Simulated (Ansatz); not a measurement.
Scan of H₂S, singlet: symmetric bend, bond length relaxed. Scanned: H-S-H angle. Other coordinates (S-H bond length) were minimised at PBE0/def2-TZVP.

Computed with full CI/cc-pVDZ, frozen core (Ansatz, a program for electronic structure).

Scanned values (°): 180, 171.59, 162.06, 151.24, 140.11, 132.24, 119.83, 110.82, 99.34, 89.64, 81.23, 71.71, 60.

Problem. Describe the profile: where are the wells and the tops?

Solution. Lower than their neighbours: 89.64° (0.000 eV). Higher than their neighbours: 180° (3.116 eV, end of the scan), 60° (0.755 eV, end of the scan). The whole profile spans 3.116 eV.
